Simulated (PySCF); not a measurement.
Computed with PySCF and rigid-rotor harmonic-oscillator thermochemistry at 1 bar. Table values come from the NASA 1993 polynomials. All species are closed-shell singlets. The harmonic model lacks anharmonicity and excited electronic states, which grow with temperature; levels with a mode under 35 cm⁻¹ are left out. The table's entry may be an old estimate for SiO₂ (not checked at source).

Harmonic frequencies at PBE/def2-SVP (cm⁻¹): 282, 282, 948, 1388. Point group D∞h; S°(298 K) = 232.6 J/mol/K at this level.

Task: Work out Cp and S° of gaseous SiO₂ at 500, 800, 1200, 1600, 2000 K from these, and set them beside the table.

Result: 
| T (K) | Cp PBE/def2-SVP | Cp table | S° PBE/def2-SVP | S° table |
|---|---|---|---|---|
| 500 | 52.0 | 51.1 | 257.9 | 253.5 |
| 800 | 57.0 | 56.5 | 283.6 | 278.9 |
| 1200 | 59.7 | 59.3 | 307.3 | 302.5 |
| 1600 | 60.8 | 60.6 | 324.6 | 319.7 |
| 2000 | 61.3 | 61.3 | 338.2 | 333.3 |
Units J/mol/K.
